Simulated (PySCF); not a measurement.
```xyz
4
charge 0 multiplicity 2, angstrom
N    -0.2506    0.0000    0.6766
H     0.6209    0.0000    1.2239
O     0.1125    0.0000   -0.6238
H     1.0743    0.0000   -0.7197
```

Method: UPBE0 in PySCF with N def2-TZVP, H def2-TZVP, O def2-TZVP; no relativity; density-fitted integrals.

This geometry of HN(OH) is a stationary point at this level.

Task: What is the point group?

Result: Cs.

Task: Is it a minimum?

Result: Yes: all harmonic wavenumbers are real.

Task: Which band is strongest in the infrared?

Result: 1154 cm⁻¹ (a'), 62 km/mol.

Task: Give the atomic charges and bond orders.

Result: 
```tsv
atom	Mulliken	Löwdin	polar tensor	spin (Mulliken)	Mayer order to N1
N1	-0.23	-0.22	0.08	0.86	–
H2	0.20	0.11	0.10	-0.03	0.93
O3	-0.28	-0.05	-0.43	0.18	1.16
H4	0.31	0.16	0.25	-0.01	0.03
```
Other Mayer orders above 0.3: O–H 0.89.

Task: What is the atomisation energy, with and without zero-point energy?

Result: 1094 kJ/mol without, 1024 kJ/mol with.

Only a few start shapes were tried, so a lower isomer may exist.
